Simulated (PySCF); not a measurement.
# From one method to the next for NaN (triplet)

Aim: see what other levels and later steps give for NaN (triplet).

Computed with PySCF 2.14.0. Level: method and basis as typed in the scripts.

2 further runs of the same task are left out: 2 that didn't finish.

## (1) Where the work starts

NaN (triplet): 2 atoms, charge 0, spin multiplicity 3.

Bond lengths: Na1–N2 2.007 Å.

## (2) The base run

input.py reads:

```python
from pyscf import gto, scf, mcscf

mol = gto.M(
    atom='Na 0 0 0; N 0 0 2.007',
    basis='def2-svpd',
    charge=0,
    spin=2,
    verbose=4,
)
mf = scf.ROHF(mol)
mf.kernel()
mc = mcscf.CASCI(mf, 5, 4)
mc.kernel()
mc.analyze()
mf.dip_moment()
print('orbital energies (hartree):', mf.mo_energy[..., max(0, mol.nelec[1]-3):mol.nelec[0]+3].round(4))
```

Command:

```sh
$ OMP_NUM_THREADS=1 python input.py
```

## (3) Mn15l (ROKS)

Edit 1 changes functional: none (Hartree–Fock) → mn15l; SCF type: ROHF → ROKS; step after the SCF: casci → analyze.

input.py reads:

```python
from pyscf import gto, dft

mol = gto.M(
    atom='Na 0 0 0; N 0 0 2.007',
    basis='def2-svpd',
    charge=0,
    spin=2,
    verbose=4,
)
mf = dft.ROKS(mol, xc='mn15l')
mf.kernel()
mf.analyze()
print('orbital energies (hartree):', mf.mo_energy[..., max(0, mol.nelec[1]-3):mol.nelec[0]+3].round(4))
```

## (4) Hcth407 (ROKS)

Edit 2 changes functional: none (Hartree–Fock) → hcth407; SCF type: ROHF → ROKS; step after the SCF: casci → analyze.

input.py reads:

```python
from pyscf import gto, dft

mol = gto.M(
    atom='Na 0 0 0; N 0 0 2.007',
    basis='def2-svpd',
    charge=0,
    spin=2,
    verbose=4,
)
mf = dft.ROKS(mol, xc='hcth407')
mf.kernel()
mf.analyze()
print('orbital energies (hartree):', mf.mo_energy[..., max(0, mol.nelec[1]-3):mol.nelec[0]+3].round(4))
```

## (5) CISD

Edit 3 changes step after the SCF: casci → cisd; frozen orbitals: none → 2.

Edit input.py of step 2 so:

```diff
@@ -1,2 +1,2 @@
-from pyscf import gto, scf, mcscf
+from pyscf import gto, scf, ci
 
@@ -11,5 +11,3 @@
 mf.kernel()
-mc = mcscf.CASCI(mf, 5, 4)
-mc.kernel()
-mc.analyze()
+ci.CISD(mf, frozen=2).kernel()
 mf.dip_moment()
```

## (6) EOM-EE

Edit 4 changes step after the SCF: casci → eomee; number of roots: none → 4.

Edit input.py of step 2 so:

```diff
@@ -1,2 +1,2 @@
-from pyscf import gto, scf, mcscf
+from pyscf import gto, scf, cc
 
@@ -11,5 +11,6 @@
 mf.kernel()
-mc = mcscf.CASCI(mf, 5, 4)
-mc.kernel()
-mc.analyze()
+mycc = cc.CCSD(mf)
+mycc.kernel()
+e = mycc.eeccsd(nroots=4)[0]
+print('roots (eV) =', (e*27.211386).round(3))
 mf.dip_moment()
```

## (7) SCF alone

Edit 5 changes step after the SCF: casci → none.

Edit input.py of step 2 so:

```diff
@@ -1,2 +1,2 @@
-from pyscf import gto, scf, mcscf
+from pyscf import gto, scf
 
@@ -11,5 +11,2 @@
 mf.kernel()
-mc = mcscf.CASCI(mf, 5, 4)
-mc.kernel()
-mc.analyze()
 mf.dip_moment()
```

## (8) EOM-IP

Edit 6 changes step after the SCF: casci → eomip; frozen orbitals: none → 2; number of roots: none → 4.

Edit input.py of step 2 so:

```diff
@@ -1,2 +1,2 @@
-from pyscf import gto, scf, mcscf
+from pyscf import gto, scf, cc
 
@@ -11,5 +11,6 @@
 mf.kernel()
-mc = mcscf.CASCI(mf, 5, 4)
-mc.kernel()
-mc.analyze()
+mycc = cc.CCSD(mf, frozen=2)
+mycc.kernel()
+e = mycc.ipccsd(nroots=4)[0]
+print('roots (eV) =', (e*27.211386).round(3))
 mf.dip_moment()
```

Before running it: what results should come out? Wanted: for each run, E(SCF); from base; SCF dipole; after the SCF.

The runs gave:

| run | E(SCF) (hartree) | from base (eV) | cycles | SCF dipole (D) | after the SCF |
| --- | --- | --- | --- | --- | --- |
| base | -216.091141 | 0 | 12 | 8.00 | CASCI correlation -0.021 eV |
| mn15l (ROKS) | -216.637461 | not comparable | 11 | 6.70 | n/a |
| hcth407 (ROKS) | -216.773363 | not comparable | 14 | 5.53 | n/a |
| CISD | -216.091141 | 0.0000 | 12 | 8.00 | CISD correlation -3.746 eV, core frozen |
| EOM-EE | -216.091141 | 0.0000 | 12 | 8.00 | CCSD correlation -3.949 eV, first root 0.28 eV |
| SCF alone | -216.091141 | 0.0000 | 12 | 8.00 | n/a |
| EOM-IP | -216.091141 | 0.0000 | 12 | 8.00 | CCSD correlation -3.895 eV, core frozen, first root 5.70 eV |

What this shows: A lower total energy from another functional means nothing by itself. The dearest run is “EOM-EE”, at 3.4 s against 0.49 s.
